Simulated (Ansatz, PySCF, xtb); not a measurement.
Bonds broken one at a time in the series Ga Cl-H. All species are isolated molecules in the gas phase. Strings in code marks are SMILES.

Quantity: homolytic bond dissociation enthalpy at 298 K (no spin–orbit term), in eV. Thermal and zero-point terms are GFN2-xTB rigid-rotor harmonic values (xtb).

Level 1: frozen-core CCSD(T)/cc-pVTZ // B3LYP-D3(BJ)/def2-TZVP (Ansatz, a first-principles code)
Level 2: PBE-D3(BJ)/def2-TZVP // B3LYP-D3(BJ)/def2-TZVP (PySCF)
Level 3: TPSSh-D3(BJ)/def2-TZVP // B3LYP-D3(BJ)/def2-TZVP (PySCF)
Level 4: B3LYP/6-31G* // B3LYP-D3(BJ)/def2-TZVP (PySCF)

```
species                                                       level 2  level 3  level 4
------------------------------------------------------------  -------  -------  -------
Cl–Ga bond of `[Cl][GaH][Cl]`, giving `[Cl]` and `[Cl][GaH]`     4.38     4.35     4.02
Cl–Ga bond of `[Cl][GaH2]`, giving `[Cl]` and `[GaH2]`           4.59     4.54     4.26
```

Problem. What does level 1 give for each?

Solution. 
- Cl–Ga bond of `[Cl][GaH][Cl]`, giving `[Cl]` and `[Cl][GaH]`: 4.43
- Cl–Ga bond of `[Cl][GaH2]`, giving `[Cl]` and `[GaH2]`: 4.55
